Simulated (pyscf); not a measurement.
## Routes from H₂Si=Se (SMILES [SiH2]=[Se]) + HCl (SMILES Cl)

Candidate steps break at most two bonds and form at most two. Each was searched with GFN2-xTB (tblite) first. Structures and frequencies: ωB97X-D3(BJ)/def2-SVP in PySCF. Energies: ωB97M-D3(BJ)/def2-TZVP, kcal/mol, from the separated reactants, singlet surface; ΔG‡ with ideal gas, 1 atm, RRHO with modes under 100 cm⁻¹ raised to 100, one conformer, R ln 2 for chiral ones without a mode under 150 cm⁻¹.

```tsv
products	type	ΔE‡	ΔE	ΔG‡ 298 K	ΔG‡ 900 K	ν‡ (cm⁻¹)
Cl–SiH₂–SeH	addition across a multiple bond or ene-type step	-1.6	-48.0	7.5	27.2	412i
Cl–SiH=Se + H₂	four-centre exchange	14.8	-20.6	24.2	44.4	1159i
```

Row 1: On the reactant side the descent ends in a complex, 6.5 kcal/mol under the separated species and 3.1 kcal/mol under the saddle at ωB97X-D3(BJ)/def2-TZVP. Row 2: On the reactant side the descent ends in a complex, 6.5 kcal/mol under the separated species and 20.6 kcal/mol under the saddle at ωB97X-D3(BJ)/def2-TZVP. 

Plain bond fissions and candidates not yet searched are not listed, and one of them may be faster. Each barrier is that of the saddle found; lower ones may exist. Elements up to Kr have no core potential and no relativistic terms here.
